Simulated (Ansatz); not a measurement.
# AlS+ (triplet): the correlation ladder, 6-31G

Aim: climb from Hartree-Fock through coupled cluster and multireference methods for AlS+ (triplet) at one geometry and basis, and see what each rung misses.

The runs use Ansatz 0.2.0, Gaussian basis; 6-31G, core rule «outside noble gas», up to 10 orbitals frozen.

To be run: UHF; CCSD(T) on ROHF; CCSD(T) on UHF; BCCD(T) on ROHF; CISD; CCSDT(Q) on ROHF; CCSDT(Q) on UHF; CISDTQ; CCSDTQ on ROHF; CCSDTQ on UHF; CASSCF and MRCISD+Q, 8 electrons in 8 orbitals; CASSCF and NEVPT2, 8 electrons in 8 orbitals; Full CI.

14 further runs of the same task are left out: 1 for a mislabelled method, 6 that didn't finish, 7 set aside as unsound or not needed.

## (1) What is computed

The geometry is a PBE0/def2-TZVP stationary point (not a proven minimum) of the parent state, kept for this charge and spin.

2 atoms, charge 1, spin multiplicity 3.

Atoms are counted from 1 here; the program's logs count them from 0.

Bond lengths: Al1–S2 2.241 Å.

## (2) UHF

in.yaml reads:

```yaml
crystal:
  periodic: [false, false, false]
  atoms:
    - {symbol: Al, position_ang: [0.000000, 0.000000, 0.000000]}
    - {symbol: S, position_ang: [0.000000, 0.000000, 2.240800]}
basis:
  gaussian: {orbitals: 6-31G}
total_charge: 1
magnetization: {spin_polarized: true, initial_magnetization: 2}
hamiltonian: {xc: hf}
output: {orbitals: {seedname: orbitals}}
```

Run with:

```sh
$ ansatz run in.yaml --threads 1 --pin off --events-out ev --progress --plain --max-ram 2393MiB
```

Further steps of the session: CCSD(T) on ROHF; CCSD(T) on UHF; BCCD(T) on ROHF; CISD; CCSDT(Q) on ROHF; CCSDT(Q) on UHF; CISDTQ; CCSDTQ on ROHF; CCSDTQ on UHF; CASSCF and MRCISD+Q, 8 electrons in 8 orbitals; CASSCF and NEVPT2, 8 electrons in 8 orbitals; Full CI.

Before running them: what should the planned runs give, taken together? Wanted: FCI below the RHF energy; RMP2 from FCI; UMP2 from FCI; RCCSD from FCI; RCCSD(T) from FCI; UCCSD(T) from FCI; RCCSDT(Q) from FCI; UCCSDT(Q) from FCI; NEVPT2 valence from FCI.

As calculated:

```
                         quantity                                                                                                                          value
         FCI below the RHF energy                                                                                                                     -2.0423 eV
                    RMP2 from FCI                                                                                                                     +557.4 meV
                    UMP2 from FCI                                                                                                                     +565.8 meV
                   RCCSD from FCI                                                                                                                      +89.7 meV
                RCCSD(T) from FCI                                                                                                                      +18.7 meV
                UCCSD(T) from FCI                                                                                                                      +20.7 meV
               RCCSDT(Q) from FCI                                                                                                                       +0.4 meV
               UCCSDT(Q) from FCI                                                                                                                       -2.8 meV
          NEVPT2 valence from FCI                                                                                                                     +187.8 meV
        MRCISD+Q valence from FCI                                                                                                                       +8.2 meV
levels within 1 kcal/mol (43 meV)  RCCSD(T), UCCSD(T), BCCD(T), RCCSDT, UCCSDT, CISDTQ, RCCSDT(Q), UCCSDT(Q), RCCSDTQ, UCCSDTQ, MRCISD valence, MRCISD+Q valence
                    T1 diagnostic                                                                                                                          0.046
   effectively unpaired electrons                                                                                                                           2.05
```

**Reading.** RCCSD(T) misses by +18.7 meV, 0.9 % of the correlation energy. UCCSDT(Q) falls below full CI: unrestricted runs freeze a spin-polarised core, another one than full CI's, and coupled cluster isn't variational. The occupations are near whole numbers, but T1 = 0.046 shows that the orbitals relax strongly. Of the multireference levels listed MRCISD+Q valence comes nearest in total energy (+8.2 meV), which doesn't show that its space is the better one. These misses are within one basis, not against nature; the frozen cores of restricted and unrestricted runs differ, which can shift their rows.
